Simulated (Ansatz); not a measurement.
# Molecular dynamics of BH4N

Input file:

```yaml
crystal:
  periodic: [false, false, false]
  atoms:
    - { symbol: B, position_ang: [-0.002826, 0.001605, 0.07108] }
    - { symbol: "N", position_ang: [0.001841, -0.032045, 1.473709] }
    - { symbol: H, position_ang: [-0.820655, 0.03999, 2.018433] }
    - { symbol: H, position_ang: [0.875332, 0.212894, 1.881611] }
    - { symbol: H, position_ang: [0.951713, 0.297516, -0.509477] }
    - { symbol: H, position_ang: [-1.00166, -0.122326, -0.522376] }
basis:
  gaussian: { orbitals: def2-SVP }
hamiltonian:
  xc: hf
md:
  timestep: 0.5
  n_steps: 250
  ensemble: nvt_nose_hoover
  temperature: 1500.0
  initial_velocities: maxwell_boltzmann
  seed: 86620
  temperature_schedule:
    - { n_steps: 62, end_temperature: 1500.0 }
    - { n_steps: 188, end_temperature: 3000.0 }
```

Launched with:

```bash
$ ansatz run input.yaml --threads 1 --pin off --max-ram 2048MiB --backend cpu --events-out ev --progress --plain --runs-dir out
```

It goes on from the last frame of an earlier run, with new velocities.

Output, in part (step lines, the closing report, with atoms numbered from 0):

```
md step     0: t =     0.00 fs  T =  1500.0 K (target 1500.0 K)  F+E_penalty+E_count = -2215.77591480 eV  E_kin = 0.775560 eV  conserved = -2215.00035480 eV  (22 SCF iters)
md step     1: t =     0.50 fs  T =  1370.5 K (target 1500.0 K)  F+E_penalty+E_count = -2215.70661412 eV  E_kin = 0.708589 eV  conserved = -2214.99802561 eV  (22 SCF iters)
md step     2: t =     1.00 fs  T =  1133.2 K (target 1500.0 K)  F+E_penalty+E_count = -2215.58088004 eV  E_kin = 0.585935 eV  conserved = -2214.99494867 eV  (22 SCF iters)
md step     3: t =     1.50 fs  T =   872.8 K (target 1500.0 K)  F+E_penalty+E_count = -2215.44376977 eV  E_kin = 0.451295 eV  conserved = -2214.99248744 eV  (22 SCF iters)
md step     4: t =     2.00 fs  T =   661.3 K (target 1500.0 K)  F+E_penalty+E_count = -2215.33301561 eV  E_kin = 0.341939 eV  conserved = -2214.99110425 eV  (21 SCF iters)
md step     5: t =     2.50 fs  T =   541.4 K (target 1500.0 K)  F+E_penalty+E_count = -2215.27059331 eV  E_kin = 0.279915 eV  conserved = -2214.99072615 eV  (22 SCF iters)
md step     6: t =     3.00 fs  T =   525.6 K (target 1500.0 K)  F+E_penalty+E_count = -2215.26282215 eV  E_kin = 0.271779 eV  conserved = -2214.99111814 eV  (21 SCF iters)
md step     7: t =     3.50 fs  T =   602.4 K (target 1500.0 K)  F+E_penalty+E_count = -2215.30347341 eV  E_kin = 0.311455 eV  conserved = -2214.99213068 eV  (21 SCF iters)
[... lines left out ...]
md step   247: t =   123.50 fs  T =  1312.1 K (target 2972.1 K)  F+E_penalty+E_count = -2215.22096366 eV  E_kin = 0.678409 eV  conserved = -2214.99171239 eV  (21 SCF iters)
md step   248: t =   124.00 fs  T =  1522.9 K (target 2980.1 K)  F+E_penalty+E_count = -2215.33043321 eV  E_kin = 0.787386 eV  conserved = -2214.99695629 eV  (22 SCF iters)
md step   249: t =   124.50 fs  T =  1602.2 K (target 2988.0 K)  F+E_penalty+E_count = -2215.36706977 eV  E_kin = 0.828398 eV  conserved = -2214.99781695 eV  (22 SCF iters)
md step   250: t =   125.00 fs  T =  1504.7 K (target 2996.0 K)  F+E_penalty+E_count = -2215.30898025 eV  E_kin = 0.777979 eV  conserved = -2214.99535124 eV  (23 SCF iters)
Total energy: -2215.30898025 eV, -81.4111034337 hartree
Atom 0 at    -0.023310    -0.028592     0.121309 Å, force     0.254947     1.528841    -5.030303 eV/Å
Atom 1 at     0.012059     0.042085     1.434675 Å, force     0.470561    -2.619326     6.860228 eV/Å
Atom 2 at    -0.788815    -0.312248     1.980314 Å, force     0.873491     0.684395    -0.647482 eV/Å
Atom 3 at     0.893035    -0.192445     1.992556 Å, force    -2.032848     1.258624    -1.651102 eV/Å
Atom 4 at     0.935679     0.355906    -0.461331 Å, force     0.865169    -0.442902    -0.277583 eV/Å
Atom 5 at    -0.957478    -0.129399    -0.639597 Å, force    -0.431320    -0.409632     0.746242 eV/Å
Dipole moment:     0.016783    -0.236392     0.441488 e Å
```

The steps, from the saved trajectory:

```
time (fs)  T (K)  potential energy less start (eV)  conserved less start (meV/atom)
      0.0   1500                             0.000                             0.00
      4.0    740                             0.400                             1.10
      8.0   1081                             0.221                             0.52
     12.0    872                             0.335                             1.25
     16.0    734                             0.411                             1.69
     20.0    472                             0.548                             1.52
     24.0    892                             0.332                             1.19
     28.0    852                             0.356                             1.14
     32.0   1151                             0.200                             0.10
     36.0   1321                             0.121                             0.57
     40.0    859                             0.366                             0.67
     44.0   1196                             0.196                             0.39
     48.0    935                             0.345                             1.21
     52.0    512                             0.571                             1.22
     56.0   1071                             0.292                             1.42
     60.0    995                             0.347                             1.56
     64.0    572                             0.577                             1.50
     68.0   1159                             0.279                             0.67
     72.0   1091                             0.330                             0.84
     76.0   1292                             0.241                             0.55
     80.0   1256                             0.278                             0.58
     84.0    962                             0.451                             1.37
     88.0    940                             0.487                             1.60
     92.0   1160                             0.392                             1.43
     96.0   1189                             0.407                             1.16
    100.0    611                             0.727                             1.66
    104.0   1914                             0.073                             0.58
    108.0    881                             0.655                             1.77
    112.0   1271                             0.468                             1.19
    116.0   1718                             0.275                             0.98
    120.0   1303                             0.532                             1.60
    124.0   1523                             0.445                             0.57
```

All steps were run. The conserved energy stayed within 2.4 meV per atom of its start (net change 0.83 meV per atom), so the integration is sound. The schedule's set-point averaged 2501 K over the second half and the system 1138 K, so it lags behind the ramp. A run of 0.12 ps of so small a system gives no equilibrium averages.

The same pairs are bonded in the first frame and the last. Pairs count as bonded within 1.25 times the sum of covalent radii (0.12 Å more for H–H).

Last frame:

```xyz
6
Properties=species:S:1:pos:R:3
B -0.023 -0.029 0.121
N 0.012 0.042 1.435
H -0.789 -0.312 1.980
H 0.893 -0.192 1.993
H 0.936 0.356 -0.461
H -0.958 -0.129 -0.640
```

Run time: 67 s on 1 thread of Arm Neoverse V1 (shared host), peak memory 0.077 GiB.
